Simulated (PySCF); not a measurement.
An excited-state job on `C=C=CC(C)=O`.

Computed with TDDFT B3LYP/def2-SVPD, vertical, gas phase, core orbitals frozen in the response (PySCF 2.14.0, density-fitted response routines). Geometry: GFN2-xTB. The input is one job of a driver script: a line of settings, then coordinates in Å.

Input:
```
{"job": {"kind": "uv", "xc": "B3LYP", "basis": "def2-SVPD", "nstates": 8, "ntriplets": 3}, "charge": 0, "multiplicity": 1}
C      2.081011    -0.858104     0.026563
C      1.228615     0.070910     0.303033
C      0.350720     0.997266     0.571054
C     -1.079505     0.914960     0.213155
C     -1.502503    -0.344727    -0.501545
O     -1.849164     1.807231     0.483240
H      2.284193    -1.665300     0.711621
H      2.639126    -0.860501    -0.895724
H      0.644811     1.901752     1.087081
H     -2.564929    -0.302204    -0.726574
H     -1.295571    -1.209036     0.125763
H     -0.935607    -0.452933    -1.423694
```

Problem. Estimate the output.

Solution. 
```
coarse grid: 10240 points
cycle   1  E = -268.9245490347  dE =  8.278e-01  |g| = 8.124e-01  |ddm| = 9.129e+00
cycle   2  E = -268.3427575587  dE =  5.818e-01  |g| = 1.843e+00  |ddm| = 3.430e+00
cycle   3  E = -269.0537853891  dE = -7.110e-01  |g| = 2.204e-01  |ddm| = 2.611e+00
cycle   4  E = -269.0654921524  dE = -1.171e-02  |g| = 7.684e-02  |ddm| = 5.335e-01
cycle   5  E = -269.0667038600  dE = -1.212e-03  |g| = 3.629e-02  |ddm| = 1.812e-01
cycle   6  E = -269.0670184002  dE = -3.145e-04  |g| = 6.543e-03  |ddm| = 6.647e-02
cycle   7  E = -269.0670284746  dE = -1.007e-05  |g| = 2.013e-03  |ddm| = 1.445e-02
cycle   8  E = -269.0670293643  dE = -8.896e-07  |g| = 5.552e-04  |ddm| = 4.054e-03
final grid: 99480 points
cycle   9  E = -269.1257945308  dE = -3.043e-05  |g| = 5.765e-03  |ddm| = 1.445e-01
cycle  10  E = -269.1257772212  dE =  1.731e-05  |g| = 1.081e-02  |ddm| = 2.261e-02
cycle  11  E = -269.1258016762  dE = -2.446e-05  |g| = 1.960e-03  |ddm| = 1.403e-02
cycle  12  E = -269.1258024786  dE = -8.024e-07  |g| = 1.547e-04  |ddm| = 2.710e-03
cycle  13  E = -269.1258024807  dE = -2.120e-09  |g| = 1.335e-04  |ddm| = 5.523e-04
cycle  14  E = -269.1258024856  dE = -4.919e-09  |g| = 2.427e-05  |ddm| = 2.725e-04
cycle  15  E = -269.1258024857  dE = -1.443e-10  |g| = 7.095e-06  |ddm| = 6.047e-05
converged SCF energy = -269.1258024857

Static polarisability (au): isotropic 67.348, principal 43.878 56.418 101.747

Singlet excitations
state   eV       nm        f      main configurations
  1   3.7988    326.4   0.00013   H->L 0.98
  2   5.3220    233.0   0.00004   H-2->L 0.95
  3   5.6370    219.9   0.00684   H->L+1 0.70, H-1->L 0.28
  4   6.0383    205.3   0.00006   H-1->L+1 0.98
  5   6.2801    197.4   0.48056   H-1->L 0.59, H->L+1 0.25
  6   6.5494    189.3   0.04627   H->L+2 0.90
  7   6.8633    180.6   0.00007   H->L+3 0.95
  8   7.3499    168.7   0.00266   H-1->L+2 0.99

Triplet excitations (Tamm-Dancoff, eV): 3.3365 3.9941 4.7507
```

The SCF starts on a coarse grid where the log names one; the energy can jump when the final grid takes over, and dE then counts from the start density on the new grid. H and L stand for HOMO and LUMO; the number after each pair is its weight.

Problem. Give S1 in cm⁻¹ and kJ/mol.

Solution. 3.7988 eV × 8065.54 = 30639 cm⁻¹; × 96.485 = 366.5 kJ/mol.

Problem. Which computed singlet has the largest oscillator strength, and what do all of them sum to?

Solution. State 5 at 6.28 eV (197 nm), f = 0.481; the 8 states sum to 0.537.

In short: HOMO -7.10 eV, LUMO -1.78 eV; lowest singlet 3.80 eV; lowest triplet 3.34 eV (Tamm–Dancoff); mean polarisability 67.3 au.

Time: 12 s. Hardware: one thread of an x86-64 server (shared host).

One conformer stands for the species.
Labels such as C1 count atoms from 1, the log's own numbers from 0.
